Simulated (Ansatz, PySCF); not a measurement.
Molecule: CH$_{5}$N, net charge 1, doublet state. 
Coordinates optimised at B3LYP-D3(BJ)/def2-TZVP (Ansatz, a quantum-chemistry and plane-wave program):
```
C
H 1 1.0906
H 1 1.0906 2 113.98
N 1 1.4105 2 110.98 3 -126.17
H 4 1.0206 1 121.63 2 155.59
H 4 1.0206 5 116.66 1 -176.81
H 1 1.1155 2 106.48 3 117.10
```
Charge +1, spin multiplicity 2.

Total electronic energies in hartree. Correlated levels leave the core frozen unless marked. UHF or UKS for open shells. No spin-orbit coupling. Non-relativistic. CBS(X,Y): correlation extrapolated as X^-3; Hartree-Fock from the larger set. The bracket is a focal-point correction in the basis named.

| level | program | energy (Eh) |
|---|---|---|
| HF/6-31G | Ansatz | -94.89562 |
| RI-HF/def2-QZVPP | Ansatz | -94.97935 |
| RI-HF/def2-QZVPPD | Ansatz | -94.97938 |
| BP86/def2-TZVPD | PySCF | -95.56849 |
| r2SCAN-D4/def2-TZVPD | Ansatz + dftd4 | -95.51252 |
| HSE06-D3(BJ)/def2-TZVPD | Ansatz + dftd3 | -95.44938 |
| PBE-QIDH/def2-TZVPD | Ansatz | -95.43243 |
| MP2/def2-TZVPP | Ansatz | -95.32446 |
| MP2/def2-TZVPPD | Ansatz | -95.32584 |
| RI-MP2/def2-TZVPP | Ansatz | -95.32436 |
| RI-MP2/def2-QZVPPD | Ansatz | -95.35319 |
| SCS-MP2/6-31G | Ansatz | -95.07580 |
| SCS-MP2/cc-pVTZ | Ansatz | -95.32832 |
| CCSD/cc-pwCVTZ | Ansatz | -95.35997 |
| RI-MP2/CBS(aug-cc-pVTZ,aug-cc-pVQZ)+[CCSD(T)-MP2]/aug-cc-pVTZ | Ansatz | -95.4150 |

Totals of different functionals don't rank their quality; only differences between species are comparable.
